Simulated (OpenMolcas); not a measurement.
**PH3 (phosphine) at 6 levels**

Aim: a comparison of 6 runs (B2PLYP/STO-3G, B3LYP/STO-3G, UB3LYP/STO-3G, MP2/STO-3G, ACPF/STO-3G, CISD/STO-3G) of PH3 (phosphine). 

The results are computed with OpenMolcas 26.06.

## Step 1: The molecule

PH3 has 4 atoms, charge 0, and is taken as a singlet. SMILES: `P`. The P1–H3 distance was set to 2.840 Å, away from the relaxed value. At this shape a bond of the SMILES string is far longer than usual.

Bond lengths: P1–H2 1.420 Å, P1–H4 1.420 Å. Angles: H2–P1–H4 93.1°.

## Step 2: The energy at B2PLYP/STO-3G (run 1)

run.inp reads:

```
* H3P Kohn-Sham DFT

&GATEWAY
  BasLib = $CurrDir
  Coord
  4
  angstrom
  P        1.697467       0.009992      -0.608393
  H        1.982367       0.302492       0.751407
  H       -1.005500      -0.663000      -0.057200
  H        1.380167       1.359992      -0.912493
  Basis = STO-3G
  Group = NoSym

&SEWARD
  GridInput
  Grid=UltraFine
  End of Grid

&SCF
  KSDFT = B2PLYP_SCF
  Thresholds = 1e-10 1e-07 1e-07 1e-05
  PrOrbitals = 1 1

&MBPT2
  Frozen = 5
```

The basis set STO-3G is read from a file made from the Basis Set Exchange's data (not shown).

On the command line:

```bash
$ export MOLCAS_MEM=1860
$ pymolcas run.inp > run.log
```

The log of the run:

```text
--- Start Module: gateway ---
[...]
--- Stop Module: gateway /rc=_RC_ALL_IS_WELL_ ---
[...]
      Basis functions           12
[...]
--- Start Module: scf ---
[...]
       Convergence after  12 Iterations
[...]
::    Total KS-DFT energy                            -338.8379145154
[...]
      Total spin, S                                     0.0000000000
[...]
      Total electronic charge=   18.000000
      Total            charge=   -0.000000
[...]
      Dipole Moment (debye):
      Origin of the operator (angstrom)=    1.6164    0.0387   -0.5608
                   X=  1.2655E+00               Y=  8.3780E-01               Z=  7.4076E-02           Total=  1.5195E+00
      Quadrupole Moment (debye*angstrom):
[...]
--- Stop Module: scf /rc=_RC_ALL_IS_WELL_ ---
[...]
--- Start Module: mbpt2 ---
[...]
 ###    WARNING: MP2 implementation intended for RHF references only         ###
 ###############################################################################
MBPT2 WARNING: Reference function according to RunFile:KS-DFT
I'll assume you know what you're doing and continue
WARNING!
Default frozen orbitals as non valence orbitals is overwritten by user input.
Default values:   5
[...]
       Reference weight ( Cref**2 )         =        0.69314
::    Total MBPT2 energy                             -339.0265655974
[...]
      Total MBPT2 calculations                           0.03      0.04
--- Stop Module: mbpt2 /rc=_RC_ALL_IS_WELL_ ---
[...]
```

Wall time 3.6 s (1 thread of Arm Neoverse V1, shared host); peak memory 0.37 GiB.

## Step 3: A single-point energy at B3LYP/STO-3G (run 2)

run.input reads:

```
* H3P Kohn-Sham DFT

&GATEWAY
 BasLib = $CurrDir
 Coord
 4
 angstrom
 P        1.697467       0.009992      -0.608393
 H        1.982367       0.302492       0.751407
 H       -1.005500      -0.663000      -0.057200
 H        1.380167       1.359992      -0.912493
 Basis = STO-3G
 Group = NoSym

&SEWARD
 GridInput
 Grid=UltraFine
 End of Grid

&SCF
 KSDFT = B3LYP
 Thresholds = 1e-10 1e-07 1e-07 1e-05
 PrOrbitals = 1 1
```

The basis set STO-3G is read from a file made from the Basis Set Exchange's data (not shown).

On the command line:

```bash
$ export MOLCAS_MEM=1860
$ pymolcas run.input > run.log
```

The log of the run:

```text
--- Start Module: gateway ---
[...]
--- Stop Module: gateway /rc=_RC_ALL_IS_WELL_ ---
--- Start Module: seward ---
[...]
      Basis functions           12
--- Stop Module: seward /rc=_RC_ALL_IS_WELL_ ---
--- Start Module: scf ---
[...]
       Convergence after  12 Iterations
[...]
::    Total KS-DFT energy                            -339.0588716543
[...]
      Total spin, S                                     0.0000000000
[...]
      Total electronic charge=   18.000000
      Total            charge=   -0.000000
[...]
      Dipole Moment (debye):
      Origin of the operator (angstrom)=    1.6164    0.0387   -0.5608
                   X=  1.1504E+00               Y=  7.9360E-01               Z=  8.7676E-02           Total=  1.4003E+00
      Quadrupole Moment (debye*angstrom):
[...]
--- Stop Module: scf /rc=_RC_ALL_IS_WELL_ ---
[...]
```

Run time: 4.2 s. Hardware: 1 thread of Arm Neoverse V1, shared host; peak memory 0.37 GiB.

Runs 3 to 4 aren't shown in full; the table further down has their settings and results.

## Step 4: A single-point energy at ACPF/STO-3G (run 5)

Changes to run.inp since step 2:

```diff
@@ -1,3 +1 @@
-* H3P Kohn-Sham DFT
-
 &GATEWAY
@@ -15,8 +13,4 @@
 &SEWARD
-  GridInput
-  Grid=UltraFine
-  End of Grid
 
 &SCF
-  KSDFT = B2PLYP_SCF
   Thresholds = 1e-10 1e-07 1e-07 1e-05
@@ -24,3 +18,13 @@
 
-&MBPT2
+&MOTRA
   Frozen = 5
+
+&GUGA
+  Electrons = 8
+  Spin = 1
+  Inactive = 4
+  Active = 0
+  CIAll = 1
+
+&CPF
+  ACPF
```

The basis set STO-3G is read from a file made from the Basis Set Exchange's data (not shown).

On the command line:

```bash
$ export MOLCAS_MEM=1860
$ pymolcas run.inp > run.log
```

The log of the run:

```text
--- Start Module: gateway ---
[...]
--- Stop Module: gateway /rc=_RC_ALL_IS_WELL_ ---
[...]
      Basis functions           12
[...]
       Convergence after  11 Iterations
[...]
::    Total SCF energy                               -338.3443447911
[...]
      Total spin, S                                     0.0000000000
[...]
      *** WARNING: Default frozen orbitals is overwritten by user input.
      *** Default values:   5
[...]
--- Start Module: guga ---
[...]
--- Stop Module: guga /rc=_RC_ALL_IS_WELL_ ---
--- Start Module: cpf ---
[...]
      Active orbitals                            0       0
[...]
      Spin quantum number                      0.0
[...]
     FINAL ACPF ENERGY        -338.62152463
     FINAL CORRELATION ENERGY   -0.27717984  REFERENCE ENERGY    -338.34434479
[...]
      Title:  ACPF natural orbitals
[...]
      Total electronic charge=   18.000000
      Total            charge=   -0.000000
[...]
      Dipole Moment (debye):
      Origin of the operator (angstrom)=    1.6164    0.0387   -0.5608
                   X= -5.2136E-01               Y=  1.8697E-01               Z=  3.0786E-01           Total=  6.3368E-01
      Quadrupole Moment (debye*angstrom):
[...]
--- Stop Module: cpf /rc=_RC_ALL_IS_WELL_ ---
[...]
```

Run time: 1.9 s. Hardware: 1 thread of Arm Neoverse V1, shared host; peak memory 0.37 GiB.

## Step 5: A single-point energy at CISD/STO-3G (run 6)

run.inp reads:

```
&gateway
baslib=$CurrDir
coord
4
angstrom
P        1.697467       0.009992      -0.608393
H        1.982367       0.302492       0.751407
H       -1.005500      -0.663000      -0.057200
H        1.380167       1.359992      -0.912493
basis=STO-3G
group=NoSym
&seward
&scf
thresholds=1e-10 1e-07 1e-07 1e-05
prorbitals=1 1
&motra
frozen=5
&guga
electrons=8
spin=1
inactive=4
active=0
ciall=1
&cpf
sdci
```

The basis set STO-3G is read from a file made from the Basis Set Exchange's data (not shown).

On the command line:

```bash
$ export MOLCAS_MEM=1860
$ pymolcas run.inp > run.log
```

The log of the run:

```text
--- Start Module: gateway ---
[...]
--- Stop Module: gateway /rc=_RC_ALL_IS_WELL_ ---
[...]
      Basis functions           12
[...]
       Convergence after  11 Iterations
[...]
::    Total SCF energy                               -338.3443447911
[...]
      Total spin, S                                     0.0000000000
[...]
      *** WARNING: Default frozen orbitals is overwritten by user input.
      *** Default values:   5
[...]
--- Start Module: guga ---
[...]
--- Stop Module: guga /rc=_RC_ALL_IS_WELL_ ---
--- Start Module: cpf ---
[...]
      Active orbitals                            0       0
[...]
      Spin quantum number                      0.0
[...]
     FINAL CI ENERGY          -338.52898837
     FINAL CORRELATION ENERGY   -0.18464358  REFERENCE ENERGY    -338.34434479
[...]
     REL. CI ENERGY           -338.52898837
[...]
      Total electronic charge=   18.000000
      Total            charge=    0.000000
[...]
      Dipole Moment (debye):
      Origin of the operator (angstrom)=    1.6164    0.0387   -0.5608
                   X=  1.4687E-01               Y=  5.1399E-01               Z=  2.7344E-01           Total=  6.0044E-01
      Quadrupole Moment (debye*angstrom):
[...]
--- Stop Module: cpf /rc=_RC_ALL_IS_WELL_ ---
[...]
```

Wall time 1.8 s (1 thread of Arm Neoverse V1, shared host); peak memory 0.37 GiB.

## Step 6: The series

| run | level | frozen core orbitals | scramble | energy (Eh) | dipole moment (D) of the reference | HOMO energy (eV) | LUMO energy (eV) | wall time |
| --- | --- | --- | --- | --- | --- | --- | --- | --- |
| 1 | B2PLYP/STO-3G | 5 | – | -338.888850 | 1.52 | -4.00 | 0.69 | 3.6 s |
| 2 | B3LYP/STO-3G | – | – | -339.058872 | 1.40 | -3.46 | -0.67 | 4.2 s |
| 3 | UB3LYP/STO-3G | – | 0.25 | -339.098181 | 0.61 | -3.68 | 0.82 | 8.4 s |
| 4 | MP2/STO-3G | 5 | – | -338.467743 | 1.83 | -4.74 | 2.72 | 1.7 s |
| 5 | ACPF/STO-3G | 5 | – | -338.621525 | 1.83 | -4.74 | 2.72 | 1.9 s |
| 6 | CISD/STO-3G | 5 | – | -338.528988 | 1.83 | -4.74 | 2.72 | 1.8 s |

## Step 7: Outcome

```
                                          quantity          value
                               run 6: total energy  -338.52899 Eh
         run 6: dipole moment (mean-field density)         1.83 D
        run 6: HOMO energy (Hartree–Fock orbitals)       -4.74 eV
        run 6: LUMO energy (Hartree–Fock orbitals)        2.72 eV
      run 6: HOMO–LUMO gap (Hartree–Fock orbitals)        7.46 eV
run 6: correlation energy (5 core orbitals frozen)     -184.6 mEh
```

Over runs 1, 2, 3 the dipole moment (its size) runs from 0.61 D (UB3LYP/STO-3G) to 1.52 D (B2PLYP/STO-3G). A double hybrid's value is that of its SCF part. Over runs 1, 2, 3 the HOMO–LUMO gap runs from 2.78 eV (B3LYP/STO-3G) to 4.70 eV (B2PLYP/STO-3G). For B2PLYP the log adds the whole second-order term; the table takes 0.27 of it, as the functional is defined. Totals of different functionals can't be ranked against each other. In runs 1, 2, 3, 4, 5, 6 the basis is minimal, so the values are rough. In runs 1, 2, 4, 5, 6 a closed-shell determinant meets a far-stretched bond, which it describes badly. Spin contamination of the reference: run 3 ⟨S²⟩ = 0.88. Where it is this large, the reference is a mixture of spin states, and values that rest on it are in doubt. All runs together took 22 s, the longest 8.4 s.
